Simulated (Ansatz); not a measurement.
## Two structures, one formula

Two relaxed structures of CH6NSi (charge +1), singlet (PBE0-D4/def2-TZVP; forces vanish, vibrations not checked).

A:

C1  (-0.407, 0.867, -0.799)
N2  (0.443, -0.188, -0.239)
Si3  (0.249, -0.996, 1.172)
H4  (-1.241, 1.069, -0.128)
H5  (-0.797, 0.548, -1.766)
H6  (0.177, 1.779, -0.927)
H7  (1.239, -0.420, -0.824)
H8  (1.247, -2.017, 1.511)
H9  (-0.910, -0.642, 2.000)
(Å)

B:

```xyz
9
angstrom
C -0.2594 0.8298 -0.4991
N 0.5658 0.0324 0.0495
Si 0.2139 -1.1335 1.4493
H -1.2868 0.8665 -0.1456
H 1.1371 -0.6839 2.5057
H 0.0483 1.4759 -1.3176
H 1.5131 0.0461 -0.3281
H 0.5324 -2.4539 0.8790
H -1.2150 -0.8790 1.7040
```

Program: Ansatz 0.2.0. Basis: def2-TZVPP. Cores are frozen in the correlated methods. B3LYP uses VWN-RPA correlation.

(1) Which structure is lower at CCSD(T), and by how much? (To be estimated.)

The T1 diagnostic stays at or below 0.016.

Results:

(1) By the calculation: B, by 5.24 kcal/mol (electronic energy, against the other). By their contacts, A is CH₆NSi ([CH3][NH][SiH2]), total charge +1 and B is CH₆NSi ([CH2][NH][SiH3]), total charge +1.

All methods give the same order:

```
   method  E(B) − E(A) (kcal/mol)
   PBE-D4                   -1.97
r2SCAN-D4                   -3.02
  PBE0-D4                   -2.73
 B3LYP-D4                   -3.87
  wB97M-V                   -3.83
       HF                  -10.25
      MP2                   -2.81
     CCSD                   -5.47
  CCSD(T)                   -5.24
```

Labels in which every atom is bracketed show which atoms are joined, not bond orders.

For scale, one of the runs: CCSD(T)/def2-TZVPP, 188 basis functions, launched by `ansatz run in.yaml --threads 2 --pin off --events-out ev --progress --plain --max-ram 4352MiB`. The run took 31 s on 2 CPU threads of an Arm Neoverse V2 (shared host), with 1.9 GiB of host memory at its peak.
